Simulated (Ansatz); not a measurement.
## Hf5Pb: computed properties

Level of theory: Ansatz 0.2.0, DFT r2SCAN, scalar-relativistic, plane waves, PAW.

Plane waves to 500 eV, a k mesh through Γ of 12×12×4 on the computed 6-atom cell and Gaussian smearing (0.10 eV); no spin polarisation.

The structure is relaxed at this level of theory with its symmetry kept. Whether it is the stable form of this composition wasn't checked.

The structure is tetragonal, space group P4/mmm (No. 123). The conventional cell has a = 3.188 Å, b = 3.188 Å, c = 13.584 Å, α = 90.00°, β = 90.00°, γ = 90.00°. Hf (site symmetry 4mm) is surrounded by 12 Hf at 3.11 to 3.19 Å. Hf (site symmetry 4mm) has 8 Hf at 3.11 to 3.19 Å and 4 Pb at 3.30 Å as nearest neighbours. Hf (site symmetry 4/mmm) is surrounded by 12 Hf at 3.18 to 3.19 Å. Pb (site symmetry 4/mmm) has 4 Pb at 3.19 Å and 8 Hf at 3.30 Å as nearest neighbours.

| Item | Value |
| --- | --- |
| Volume per atom | 23.01 Å³ |
| Formation energy from the elements' standard states (uncorrected) | +0.020 eV/atom |
| Generalised Kohn–Sham band gap | none (metal) |
| Density of states at the Fermi level | 5.70 states/eV per cell |
| Löwdin character within 0.5 eV of the Fermi level | Hf 5d 82 %, unprojected 6 % |
| Bader charges (e) | Hf (2 in the cell) 0.35, Hf (2 in the cell) 0.14, Hf (1 in the cell) -0.15, Pb (1 in the cell) -0.84 |

Spin-orbit coupling is left out, which matters for the bands of heavy elements.